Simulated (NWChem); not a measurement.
All runs are NWChem calculations. System: C₂H₃F, charge 0, spin multiplicity 1, at a geometry optimised with PBE0/def2-SVP. The structure started from a generated list of species. Level: EOM-CCSD/def2-SVPD, 3 core orbitals frozen.

Input file:

```
start mol
memory heap 100 mb stack 700 mb global 1900 mb
geometry units angstroms nocenter noautoz
  C      1.181532    -0.187125     0.000000
  C     -0.125901    -0.407517     0.000000
  F     -1.021295     0.574328     0.000000
  H      1.582303     0.828653     0.000000
  H      1.869994    -1.032470     0.000000
  H     -0.594425    -1.397286     0.000000
  symmetry group Cs
end
basis spherical
  * library def2-svpd
end
scf
  rhf
  nopen 0
  maxiter 100
  thresh 1e-7
  semidirect memsize 60000000 filesize 0
end
tce
  freeze core 3
  ccsd
  nroots 2
  2eorb
  2emet 13
  thresh 1e-5
  maxiter 200
  tilesize 24
  dipole
end
task tce energy
```

Output (cleaned and shortened):

```
             Northwest Computational Chemistry Package (NWChem) 7.3.0
             --------------------------------------------------------

                                NWChem Input Module
                                -------------------

 Scaling coordinates for geometry "geometry" by  1.889725989
 (inverse scale =  0.529177249)

 Turning off AUTOSYM since
 SYMMETRY directive was detected!

                             Geometry "geometry" -> ""
                             -------------------------

 Output coordinates in angstroms (scale by  1.889725989 to convert to a.u.)

  No.       Tag          Charge          X              Y              Z
 ---- ---------------- ---------- -------------- -------------- --------------
    1 C                    6.0000     1.18153200    -0.18712500     0.00000000
    2 C                    6.0000    -0.12590100    -0.40751700     0.00000000
    3 F                    9.0000    -1.02129500     0.57432800     0.00000000
    4 H                    1.0000     1.58230300     0.82865300     0.00000000
    5 H                    1.0000     1.86999400    -1.03247000     0.00000000
    6 H                    1.0000    -0.59442500    -1.39728600     0.00000000

 Effective nuclear repulsion energy (a.u.)      67.6383997719

            Nuclear Dipole moment (a.u.)
            ----------------------------
        X                 Y               Z
 ---------------- ---------------- ----------------
     0.0000056692    -0.0000056692     0.0000000000

      Symmetry information
      --------------------

 Group name             Cs
 Group number              2
 Group order               2
 No. of unique centers     6

      Symmetry unique atoms

     1    2    3    4    5    6


 Summary of "ao basis" -> "" (spherical)
 ------------------------------------------------------------------------------
       Tag                 Description            Shells   Functions and Types
 ---------------- ------------------------------  ------  ---------------------
 *                         def2-svpd                  on all atoms

 Summary of "ao basis" -> "ao basis" (spherical)
[...]
 Iteration   9 using   18 trial vectors
   0.0033340524068   0.2863690849390    7.79250
   0.0100588035403   0.3126567125020    8.50783     3.0     3.0

 Iteration  10 using   20 trial vectors
   0.0018354953342   0.2863727086056    7.79260
   0.0061523922253   0.3125872847788    8.50594     3.1     3.1

 Iteration  11 using   22 trial vectors
   0.0010960579487   0.2863685699028    7.79249
   0.0043287557799   0.3125492402080    8.50490     3.7     3.7

 Iteration  12 using   24 trial vectors
   0.0008051128756   0.2863625486930    7.79232
   0.0035954794650   0.3125105274167    8.50385     3.1     3.1

 Iteration  13 using   26 trial vectors
   0.0005987957930   0.2863630473194    7.79234
   0.0032310499247   0.3125164016475    8.50401     3.2     3.2

 Iteration  14 using   28 trial vectors
   0.0004278152278   0.2863625019439    7.79232
   0.0025442221643   0.3125145351138    8.50396     3.3     3.3

 Iteration  15 using   30 trial vectors
   0.0002275975555   0.2863616063272    7.79230
   0.0014561560000   0.3125081702335    8.50378     3.4     3.4

 Iteration  16 using   32 trial vectors
   0.0001191198234   0.2863625241773    7.79232
   0.0008999160483   0.3125043954246    8.50368     3.5     3.5

 Iteration  17 using   34 trial vectors
   0.0000701464534   0.2863625203961    7.79232
   0.0005575220617   0.3125032713682    8.50365     3.6     3.6

 Iteration  18 using   36 trial vectors
   0.0000440740556   0.2863624555203    7.79232
   0.0003540478339   0.3125036802778    8.50366     3.8     3.8

 Iteration  19 using   38 trial vectors
   0.0000283193778   0.2863624277272    7.79232
   0.0002364576145   0.3125037020268    8.50366     3.8     3.8

 Iteration  20 using   40 trial vectors
   0.0000172045492   0.2863624136474    7.79232
   0.0001582604210   0.3125039986768    8.50367     3.9     3.9

 Iteration  21 using   42 trial vectors
   0.0000100646403   0.2863624081849    7.79232
   0.0001038817855   0.3125035948255    8.50366     4.9     4.9

 Iteration  22 using   44 trial vectors
   0.0000052788016   0.2863623979432    7.79232
   0.0000600196769   0.3125031733582    8.50365     4.3     4.3

 Iteration  23 using   45 trial vectors
   0.0000026689678   0.2863624092975    7.79232
   0.0000324564992   0.3125032457630    8.50365     2.9     2.9

 Iteration  24 using   46 trial vectors
   0.0000014194476   0.2863624065546    7.79232
   0.0000170999054   0.3125032931915    8.50365     3.3     3.3

 Iteration  25 using   47 trial vectors
   0.0000008250937   0.2863624058368    7.79232
   0.0000083914262   0.3125033056267    8.50365     3.7     3.7
 --------------------------------------------------------------
 Iterations converged

 Excited state root  1
 Excitation energy / hartree =        0.286362343815014
                   / eV      =        7.792319165674738

 EOM-CCSD transition moments / hartree
 --------------------------------------------
 X    0.0000000 Y    0.0000000 Z    0.5149383
 Oscillator Strength                0.0506215
 --------------------------------------------

 EOM-CCSD dipole moments / hartree & Debye
 ------------------------------------
   X        -0.6443961     -1.6379040
   Y        -0.6007687     -1.5270133
   Z        -0.0000000     -0.0000000
 Total       0.8810048      2.2393077
 ------------------------------------

 Singles contributions
    13a'  (alpha) ---    12a"  (alpha)       -0.8972861827
    14a'  (alpha) ---    12a"  (alpha)        0.1219389845
    21a'  (alpha) ---    12a"  (alpha)       -0.1402723075
    27a'  (alpha) ---    12a"  (alpha)       -0.1345999946
    29a'  (alpha) ---    12a"  (alpha)       -0.1021752781

 Doubles contributions

 Excited state root  2
 Excitation energy / hartree =        0.312503259275707
                   / eV      =        8.503649970692253

 Task  times  cpu:      325.6s     wall:      325.6s

 Total times  cpu:      325.6s     wall:      325.6s
```
